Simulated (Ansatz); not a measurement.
# A geometry optimisation of CH5B2 with B3LYP-D3(BJ)/6-311G**

The starting geometry of this gas-phase doublet was optimised with GFN2-xTB.

```xyz
8

C    -0.9628    1.6449    1.1221
B    -1.3266    1.0866   -0.4216
B    -2.3936    1.3195    0.9140
H    -1.6209    1.8105   -1.3071
H    -3.5113    1.5129    1.1319
H    -0.8503    0.0514   -0.7071
H    -0.2645    0.9790    1.6055
H    -0.6648    2.6785    1.2697
```

**Question.** Where would you expect an optimisation with B3LYP-D3(BJ)/6-311G** to take it?

**Answer.** A new bond forms, giving a structure with H4 bridging B3 and B2, given below by its coordinates. Distances that change by over a tenth: B2–H4 (1.18 → 1.33 Å). Contacts that close: B3–H4 (2.40 → 1.33 Å).

The energy falls by 0.45 eV over 18 steps:

| step | E − E(last) (eV) |
| --- | --- |
| 1 | 0.450 |
| 3 | 0.311 |
| 5 | 0.291 |
| 7 | 0.288 |
| 9 | 0.276 |
| 10 | 0.246 |
| 12 | 0.127 |
| 14 | 0.006 |
| 16 | 0.000 |
| 18 | 0.000 |

Final geometry (Å):

```json
{"atom": "C", "x (Å)": "-0.8879", "y (Å)": "1.5959", "z (Å)": "1.1140"}
{"atom": "B", "x (Å)": "-1.0588", "y (Å)": "0.9657", "z (Å)": "-0.2826"}
{"atom": "B", "x (Å)": "-2.3504", "y (Å)": "1.5362", "z (Å)": "0.6301"}
{"atom": "H", "x (Å)": "-2.2562", "y (Å)": "1.3790", "z (Å)": "-0.6870"}
{"atom": "H", "x (Å)": "-3.4939", "y (Å)": "1.6773", "z (Å)": "0.8820"}
{"atom": "H", "x (Å)": "-0.5689", "y (Å)": "0.3854", "z (Å)": "-1.1849"}
{"atom": "H", "x (Å)": "-0.5775", "y (Å)": "0.9645", "z (Å)": "1.9480"}
{"atom": "H", "x (Å)": "-0.4014", "y (Å)": "2.5793", "z (Å)": "1.1877"}
```

Frequencies at the end are all real (lowest 296 cm⁻¹). Open shells are spin-unrestricted. Run with Ansatz 0.2.0, 90 s on 2 threads of AMD EPYC (Zen 3), with other jobs on the host.
